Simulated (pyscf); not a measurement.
H₂N–SiH₂–Cl (SMILES N[SiH2]Cl) + SiH₄ (SMILES [SiH4]) → H₃Si–NH–SiH₂–Cl (SMILES [SiH3]N[SiH2]Cl) + H₂ (SMILES [H][H]) (four-centre exchange; singlet surface; H–N, H–Si broken, N–Si, H–H formed). Structures and frequencies: ωB97X-D3(BJ)/def2-SVP in PySCF. Energies in kcal/mol from the separated reactants.

| level | barrier | reaction energy |
|---|---|---|
| ωB97X-D3(BJ)/def2-TZVP | (withheld) | (withheld) |
| PBE/def2-TZVP | 42.5 | -4.7 |
| r²SCAN/def2-TZVP | (withheld) | -7.1 |
| B3LYP-D3(BJ)/def2-TZVP | 46.2 | -7.4 |
| M06-2X/def2-TZVP | 46.7 | -9.6 |
| HF/def2-TZVP | 66.5 | -3.6 |

### Question
Fill in the missing entries.

### Answer

- ωB97X-D3(BJ)/def2-TZVP, barrier: 45.3
- ωB97X-D3(BJ)/def2-TZVP, reaction energy: -8.9
- r²SCAN/def2-TZVP, barrier: 43.7

The functionals in the table span 4.2 kcal/mol in this barrier, from PBE to M06-2X. This is the saddle that the search found; another between the same sides may lie lower.
